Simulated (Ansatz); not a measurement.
Input file:

```yaml
crystal:
  periodic: [false, false, false]
  atoms:
    - {symbol: N, position_ang: [0.000000, 0.000000, 0.000000]}
    - {symbol: N, position_ang: [0.000000, 0.000000, 1.529000]}
basis:
  gaussian: {orbitals: def2-SVP}
magnetization: {spin_polarized: false, initial_magnetization: 2}
correlation: {active_space: {window: {electrons: 2, orbitals: 7}}}
scf: {lower_state_search: light}
output: {forces: true}
```

```sh
$ ansatz run in.yaml --threads 1 --pin off --events-out ev --progress --plain --max-ram 2393MiB
```

Log:

```
286 factors; integrals over basis functions are off by at most 1.8e-3 eV
mean field evaluation 1: about -2952.4433 eV, gradient 1.2e1 eV
mean field evaluation 2: about -2952.4468 eV, gradient 1.2e1 eV
mean field evaluation 4: about -2952.8724 eV, gradient 8.1e-1 eV
mean field evaluation 8: about -2952.8753 eV, gradient 2.8e-3 eV
mean field evaluation 16: about -2953.1647 eV, gradient 1.8e0 eV
mean field evaluation 32: about -2954.0377 eV, gradient 1.0e-4 eV
mean field evaluation 64: about -2952.9446 eV, gradient 1.3e1 eV
mean field -2954.03772391 eV, -108.5588840349 hartree, gradient 6.3e-7 eV, S^2 2.000000; 7 other end points of the search recorded, 0 dependent functions left out
reference -2954.03772391 eV, -108.5588840349 hartree; 8, 6 occupied and 20, 22 virtual orbitals, 286 factors
state -2954.04475664 eV, -108.5591424832 hartree
the calculation of the forces begins
Total energy: -2954.04475664 eV, -108.5591424832 hartree
Atom 0 at     0.000000     0.000000     0.000000 Å, force     0.000000     0.000000    11.555111 eV/Å
Atom 1 at     0.000000     0.000000     1.529000 Å, force    -0.000000    -0.000000   -11.555111 eV/Å
Dipole moment:     0.000000    -0.000000     0.000000 e Å
```

The active space holds one configuration alone, so it describes no static correlation.

Natural occupations: 0.9999 0.9999 0.0001 0.0001 0.0000 0.0000 0.0000.

Forces (eV/Å):
```
N     0.000   0.000  11.555
N     0.000   0.000 -11.555
```

Ran on 1 thread of Arm Neoverse V1, shared host: 3.6 s wall, 0.15 GiB peak host memory.
